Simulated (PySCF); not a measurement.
**One shape, several levels: C4H4F2 (SMILES FC1(F)C=CC1)**

We compute a comparison of 6 runs (HF/STO-3G, HF/3-21G, HF/def2-SVP, B3LYP/6-31G*, SVWN5/def2-SVP, CCSD/cc-pVDZ) of C4H4F2. 

Program for the calculation: PySCF 2.14.0.

### 1 The system as given

C4H4F2: 10 atoms, total charge 0, spin state singlet. As SMILES, `FC1(F)C=CC1`. Geometry: relaxed at PBE0-D4/def2-TZVP.

Bond lengths: F1–C2 1.355 Å, C2–F3 1.355 Å, C2–C4 1.501 Å, C4–C5 1.333 Å, C2–C6 1.546 Å, C5–C6 1.515 Å, C4–H7 1.082 Å, C5–H8 1.083 Å, C6–H9 1.092 Å, C6–H10 1.092 Å. Some angles: F1–C2–F3 106.1°, F1–C2–C4 116.1°, F1–C2–C6 115.1°, F3–C2–C4 116.1°, F3–C2–C6 115.1°, C4–C2–C6 88.1°, C2–C4–C5 92.1°, C4–C5–C6 96.0°, C2–C6–C5 83.8°, C2–C4–H7 132.6°.

### 2 Energy and gradient at HF/STO-3G (run 1)

The input, input.py:

```python
import pyscf.grad
from pyscf import gto, scf

mol = gto.M(
    atom='''
F   -1.910600  -0.606500   0.292400
C   -0.557400  -0.664200   0.268500
F   -0.218200  -1.805400   0.914800
C    0.088600  -0.447100  -1.069400
C    0.711900   0.652300  -0.645700
C    0.162900   0.610300   0.765400
H    0.043200  -0.994600  -2.001200
H    1.384300   1.350100  -1.128900
H    0.888700   0.431400   1.560900
H   -0.510200   1.422700   1.046000
''',
    charge=0,
    verbose=3,
    spin=0,
    basis='sto-3g',
    max_memory=1860,
)

calc0 = scf.RHF(mol)
calc0.conv_tol = 1e-10
calc0.kernel()
if not calc0.converged:
    calc0 = calc0.newton().run(calc0.mo_coeff, calc0.mo_occ)

etot = calc0.e_tot
print('E = %.10f Eh' % etot)
grad = calc0.Gradients().kernel()
calc0.analyze()
```

Run with:

```sh
OMP_NUM_THREADS=1 python input.py
```

The program printed:

```text
converged SCF energy = -347.957689644942
E = -347.9576896449 Eh
--------------- RHF gradients ---------------
         x                y                z
0 F     0.0285049529    -0.0032450942    -0.0001569337
1 C     0.0168221401     0.0172416941    -0.0125814709
2 F    -0.0090446324     0.0233667704    -0.0139715311
3 C    -0.0286111778    -0.0329628416     0.0143508145
4 C     0.0028639318     0.0169926290     0.0249097515
5 C    -0.0089444398    -0.0189347828    -0.0118965913
6 H    -0.0002633091    -0.0012859166    -0.0017947538
7 H    -0.0003007185    -0.0011007697    -0.0012891665
8 H     0.0018250267    -0.0017050518     0.0020622420
9 H    -0.0028517739     0.0016333633     0.0003676392
----------------------------------------------
**** MO energy ****
MO #1   energy= -25.9356688669215  occ= 2
MO #2   energy= -25.9355178273931  occ= 2
MO #3   energy= -11.1915743560788  occ= 2
MO #4   energy= -11.062030424926   occ= 2
MO #5   energy= -11.0505364150263  occ= 2
MO #6   energy= -11.0317314805647  occ= 2
MO #7   energy= -1.54406545867647  occ= 2
MO #8   energy= -1.47261665817672  occ= 2
MO #9   energy= -1.12339092056252  occ= 2
MO #10  energy= -0.883250457442391 occ= 2
MO #11  energy= -0.817811711981005 occ= 2
MO #12  energy= -0.684580687966371 occ= 2
MO #13  energy= -0.665091207833395 occ= 2
MO #14  energy= -0.626652623498838 occ= 2
MO #15  energy= -0.61036797448563  occ= 2
MO #16  energy= -0.547745309637147 occ= 2
MO #17  energy= -0.532490398471562 occ= 2
MO #18  energy= -0.481717066845195 occ= 2
MO #19  energy= -0.478758867425594 occ= 2
MO #20  energy= -0.44343450959974  occ= 2
MO #21  energy= -0.404770764874723 occ= 2
MO #22  energy= -0.373348566713505 occ= 2
MO #23  energy= -0.329365601644849 occ= 2
MO #24  energy= 0.285058574612062  occ= 0
MO #25  energy= 0.554699294177156  occ= 0
MO #26  energy= 0.577286131372232  occ= 0
MO #27  energy= 0.589822677386462  occ= 0
MO #28  energy= 0.621729640634636  occ= 0
MO #29  energy= 0.665644311643766  occ= 0
MO #30  energy= 0.712673279052713  occ= 0
MO #31  energy= 0.724566645389179  occ= 0
MO #32  energy= 0.787719404244919  occ= 0
MO #33  energy= 0.791941820631804  occ= 0
MO #34  energy= 1.1476506787871    occ= 0
 ** Mulliken atomic charges  **
charge of    0F =     -0.12540
charge of    1C =      0.25283
charge of    2F =     -0.12542
charge of    3C =     -0.08411
charge of    4C =     -0.01006
charge of    5C =     -0.08419
charge of    6H =      0.04793
charge of    7H =      0.04266
charge of    8H =      0.04289
charge of    9H =      0.04288
Dipole moment(X, Y, Z, Debye):  1.05408,  1.17593, -0.60130
```

Wall time 2.1 s (1 thread of Intel Xeon at 2.70GHz, shared host); peak memory 0.12 GiB.

### 3 Energy and gradient at HF/3-21G (run 2)

The input, input.py:

```python
# FC1(F)C=CC1
from pyscf import gto

mol = gto.Mole()
mol.atom = '''
F       -1.910600      -0.606500       0.292400
C       -0.557400      -0.664200       0.268500
F       -0.218200      -1.805400       0.914800
C        0.088600      -0.447100      -1.069400
C        0.711900       0.652300      -0.645700
C        0.162900       0.610300       0.765400
H        0.043200      -0.994600      -2.001200
H        1.384300       1.350100      -1.128900
H        0.888700       0.431400       1.560900
H       -0.510200       1.422700       1.046000
'''
mol.basis = '3-21g'
mol.charge = 0
mol.max_memory = 1860
mol.verbose = 4
mol.build()

myscf = mol.RHF()
myscf.conv_tol = 1e-10
myscf.kernel()
if not myscf.converged:
    myscf = myscf.newton().run(myscf.mo_coeff, myscf.mo_occ)

e_tot = myscf.e_tot
print(f'total energy: {e_tot:.8f} hartree')
grad = myscf.nuc_grad_method().kernel()
myscf.analyze()
```

Run with:

```sh
OMP_NUM_THREADS=1 python input.py
```

The program printed:

```text
PySCF version 2.14.0

[... 84 lines left out ...]
Two-electron Coulomb Energy =          409.066936822320201
[... 10 lines left out ...]
MO #8   energy= -1.57474673812331  occ= 2
[... 8 lines left out ...]
MO #17  energy= -0.635928726749256 occ= 2
[... 8 lines left out ...]
MO #26  energy= 0.298741447342912  occ= 0
[... 8 lines left out ...]
MO #35  energy= 0.895173182833573  occ= 0
[... 8 lines left out ...]
MO #44  energy= 1.22621267378233   occ= 0
[... 8 lines left out ...]
MO #53  energy= 2.08228646226578   occ= 0
[... 8 lines left out ...]
MO #62  energy= 4.37356066254666   occ= 0
[... 75 lines left out ...]
Dipole moment(X, Y, Z, Debye):  1.86132,  2.06988, -1.07435
```

Wall time 2.4 s (1 thread of Intel Xeon at 2.70GHz, shared host); peak memory 0.13 GiB.

Runs 3 to 5 aren't shown in full; the table further down has their settings and results.

### 4 The energy at CCSD/cc-pVDZ (run 6)

The input, job.py:

```python
from pyscf import gto, cc

mol = gto.Mole()
mol.atom = '''
F     -3.610511    -1.146119     0.552556
C     -1.053333    -1.255156     0.507391
F     -0.412338    -3.411712     1.728721
C      0.167430    -0.844897    -2.020873
C      1.345296     1.232668    -1.220196
C      0.307836     1.153300     1.446396
H      0.081636    -1.879522    -3.781720
H      2.615948     2.551319    -2.133312
H      1.679400     0.815228     2.949674
H     -0.964138     2.688513     1.976654
'''
mol.max_memory = 1860
mol.verbose = 4
mol.unit = 'bohr'
mol.basis = 'cc-pvdz'
mol.build()

calc0 = mol.RHF()
calc0.conv_tol = 1e-10
calc0.kernel()
if not calc0.converged:
    calc0 = calc0.newton().run(calc0.mo_coeff, calc0.mo_occ)

mycc = cc.CCSD(calc0, frozen=6)
mycc.kernel()
e_final = mycc.e_tot
print('Final energy', e_final)
calc0.analyze()
```

Run with:

```sh
OMP_NUM_THREADS=1 python job.py
```

The program printed:

```text
PySCF version 2.14.0

[... 81 lines left out ...]
Init t2, MP2 energy = -353.533883529387  E_corr(MP2) -0.892517704608597
[... 30 lines left out ...]
MO #6   energy= -11.2534908797163  occ= 2
[... 13 lines left out ...]
MO #20  energy= -0.559325343823351 occ= 2
[... 13 lines left out ...]
MO #34  energy= 0.506456778846103  occ= 0
[... 13 lines left out ...]
MO #48  energy= 0.926435225367353  occ= 0
[... 13 lines left out ...]
MO #62  energy= 1.59069529117795   occ= 0
[... 13 lines left out ...]
MO #76  energy= 2.07406888399703   occ= 0
[... 13 lines left out ...]
MO #90  energy= 2.84516524732192   occ= 0
[... 13 lines left out ...]
MO #104 energy= 4.57703461743109   occ= 0
[... 117 lines left out ...]
Dipole moment(X, Y, Z, Debye):  1.75879,  1.93319, -1.05872
```

Run time: 41 s. Hardware: 1 thread of Intel Xeon at 2.70GHz, shared host; peak memory 0.86 GiB.

### 5 All runs side by side

| run | level | integration grid | task | energy (Eh) | dipole moment (D) of the reference | HOMO energy (eV) | LUMO energy (eV) | wall time |
| --- | --- | --- | --- | --- | --- | --- | --- | --- |
| 1 | HF/STO-3G | – | gradient | -347.957690 | 1.69 | -8.96 | 7.76 | 2.1 s |
| 2 | HF/3-21G | – | gradient | -350.682544 | 2.98 | -10.81 | 3.91 | 2.4 s |
| 3 | HF/def2-SVP | – | gradient | -352.345030 | 2.88 | -10.80 | 3.71 | 12 s |
| 4 | B3LYP/6-31G* (spherical functions) | 5 | gradient | -354.444546 | 2.24 | -7.61 | -0.21 | 39 s |
| 5 | SVWN5/def2-SVP | 5 | gradient | -351.512207 | 2.19 | -7.03 | -1.62 | 35 s |
| 6 | CCSD/cc-pVDZ | – | energy | -353.571758 | 2.82 | -10.69 | 3.85 | 41 s |

### 6 Outcome

| quantity | value |
| --- | --- |
| run 6: total energy | -353.57176 Eh |
| run 6: dipole moment (Hartree–Fock density) | 2.82 D |
| run 6: HOMO energy (Hartree–Fock orbitals) | -10.69 eV |
| run 6: LUMO energy (Hartree–Fock orbitals) | 3.85 eV |
| run 6: HOMO–LUMO gap (Hartree–Fock orbitals) | 14.54 eV |
| run 6: correlation energy (6 core orbitals frozen) | -930.4 mEh |
| run 6: T1 diagnostic | 0.011 |

In words: Over runs 1, 2, 3, 4, 5 the dipole moment (its size) runs from 1.69 D (HF/STO-3G) to 2.98 D (HF/3-21G). Over runs 1, 2, 3, 4, 5 the HOMO–LUMO gap runs from 5.41 eV (SVWN5/def2-SVP) to 16.72 eV (HF/STO-3G). The two ends differ in method and basis. Totals of different functionals can't be ranked against each other. In run 1 the basis is minimal, so the values are rough. All runs together took 2.2 min, the longest 41 s.
